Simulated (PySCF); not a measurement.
Compound: CH5Si (doublet state).
Numbering: `[CH3:1][SiH2:2]` (hydrogens: H3, H4, H5 on C1; H6, H7 on Si2)

The calculation used UKS B3LYP, pcH-1 on C H Si, non-relativistic, mean-field spin-orbit, GIAO in PySCF. Isolated species at its GFN2-xTB geometry, gas phase. Couplings are sensitive to structure, and on GFN2-xTB geometries they can be far from those on DFT ones, by a factor of two or more for some ions and for spin on atoms past the first row.

**Question.** Count the α and β electrons and give S(S+1).

**Answer.** Nα = 13, Nβ = 12 (25 in all), and S(S+1) = 0.75 for S = 1/2.

Mulliken spin populations, one withheld:

```json
{"atom": "C1", "bound to": "Si2, H3, H4, H5", "population": "-0.0149"}
{"atom": "Si2", "bound to": "C1, H6, H7", "population": "?"}
{"atom": "H3", "bound to": "C1", "population": "-0.0007"}
{"atom": "H4", "bound to": "C1", "population": "+0.0234"}
{"atom": "H5", "bound to": "C1", "population": "-0.0007"}
{"atom": "H6", "bound to": "Si2", "population": "-0.0041"}
{"atom": "H7", "bound to": "Si2", "population": "-0.0041"}
```

**Question.** Fill in the missing population.

**Answer.** The populations add up to Nα − Nβ = 1, and the others sum to -0.0011, so Si2 holds +1.001.

**Question.** Sum the populations by element and by sign.

**Answer.** Silicon +1.00, hydrogen +0.01, carbon -0.01. The positive populations sum to 1.02, the negative ones to -0.02.

**Question.** The run gives ⟨S²⟩ = 0.7515. What does that say of the overlap of α and β orbitals, and of the weight of higher spin?

**Answer.** Σ|⟨iα|jβ⟩|² over occupied orbitals = Nβ − [⟨S²⟩ − S(S+1)] = 12 − 0.0015 = 11.9985. If the quartet state (S + 1) were the only admixture, its weight would be 0.0015/(2S + 2) = 0.05 %. For Kohn–Sham this describes the determinant of the orbitals, not the true wave function.

**Question.** What Fermi-contact NMR shifts do the couplings of C1, H3/H4/H5, H6/H7 imply at 350 K (Curie law, g = gₑ)?

**Answer.** δ = a_FC·h·gₑ μB S(S+1)/(3 g_N μN kT), with k/h = 20836.6 MHz/K:

```json
{"nuclei": "C1", "isotope": "13C", "a_FC (MHz)": "12.38", "g_N": "1.4048", "contact shift (ppm)": "+1111"}
{"nuclei": "H3/H4/H5", "isotope": "1H", "a_FC (MHz)": "27.08", "g_N": "5.5857", "contact shift (ppm)": "+611"}
{"nuclei": "H6/H7", "isotope": "1H", "a_FC (MHz)": "26.31", "g_N": "5.5857", "contact shift (ppm)": "+594"}
```

All at the stated temperature. Entries for several nuclei are means.

Nuclei that the bonding pattern makes equivalent are averaged, as if the motion that swaps them (rotation, inversion, ring flip) were fast. The three 1H nuclei of mean +27.1 MHz run from 5.6 to 70.0 MHz in the frozen geometry.
